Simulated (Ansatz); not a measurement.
```yaml
crystal:
  periodic: [false, false, false]
  atoms:
    - {symbol: Al, position_ang: [-1.803152, -0.119377, -0.001553]}
    - {symbol: C, position_ang: [-0.089580, 0.640325, 0.005276]}
    - {symbol: Cl, position_ang: [1.402638, -0.126076, -0.000605]}
basis:
  gaussian: {orbitals: def2-TZVP}
hamiltonian: {xc: pbe0}
relax: {f_tol: 0.004, max_steps: 80}
```

```sh
$ ansatz run in.yaml --threads 1 --pin off --events-out ev --progress --plain --max-ram 2176MiB
```

Steps of the relaxation (energy above the last step; positions in Å, forces in eV/Å):

```
3
step 1, 75.1 meV
Al   -1.803   -0.119   -0.002   -0.381    0.054    0.000
C    -0.090    0.640    0.005    0.786   -0.517   -0.004
Cl    1.403   -0.126   -0.001   -0.405    0.464    0.004
```

```
3
step 2, 45.3 meV
Al   -1.833   -0.103   -0.001   -0.233    0.064    0.000
C    -0.085    0.603    0.005    0.659   -0.447   -0.003
Cl    1.428   -0.105    0.000   -0.426    0.382    0.003
```

```
3
step 3, 10.0 meV
Al   -1.905   -0.024   -0.001   -0.474   -0.166   -0.002
C    -0.079    0.426    0.004    0.468    0.225    0.002
Cl    1.493   -0.008    0.000    0.006   -0.059    0.000
```

```
3
step 4, 2.1 meV
Al   -1.910   -0.042   -0.001    0.031    0.020    0.000
C    -0.064    0.462    0.004   -0.377    0.074    0.000
Cl    1.483   -0.025    0.000    0.345   -0.095   -0.001
```

```
3
step 6, 0.0 meV
Al   -1.912   -0.041   -0.001    0.000    0.000    0.000
C    -0.069    0.462    0.004    0.000    0.000    0.000
Cl    1.491   -0.025    0.000    0.000    0.000    0.000
```

Close pairs at the end: C2–Cl3 1.634 Å, Al1–C2 1.911 Å.

A stationary point of restricted PBE0 after 6 steps (its stability towards spin polarisation wasn't tested); no frequencies were run, so it isn't proven a minimum. 32 s on 1 thread of Arm Neoverse V2, shared host.
